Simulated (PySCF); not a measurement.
Geometry:
| atom | x (Å) | y (Å) | z (Å) |
| --- | --- | --- | --- |
| B1 | -0.893 | -0.031 | -0.021 |
| P2 | 0.901 | 0.017 | -0.492 |
| H3 | -1.521 | 0.998 | 0.011 |
| H4 | -1.450 | -1.097 | 0.072 |
| H5 | 1.523 | -1.034 | 0.225 |
| H6 | 1.446 | 1.151 | 0.161 |

[PySCF 2.14.0 with density-fitted response routines: geometry from PBE0-D3(BJ)/def2-SVP; σ from GIAO-B97-2/pcSseg-2; equivalent nuclei averaged; relativity neglected; in vacuum; one computed conformer]

Shifts are taken against calculated references (same method and geometry level): $^{1}$H against TMS; BF3·OEt2 for $^{11}$B; H3PO4 for $^{31}$P.

```csv
atoms,nucleus,count,δ (ppm)
B1,$^{11}$B,1,?
H3/H4,$^{1}$H,2,8.24
H5/H6,$^{1}$H,2,?
P2,$^{31}$P,1,-149.9
```

**Question.** Fill in the missing shifts.

**Answer.** 
- H5/H6: 3.85 ppm, hydrogen on a phosphorus bonded to B
- B1: 85.6 ppm, boron bonded to P, 2 H

Hydrogens on boron are broadened and split by $^{11}$B (spin 3/2, 80 %) and 10B (spin 3). Experimental scales use liquid or dissolved standards, which lie at an offset from isolated H3PO4.
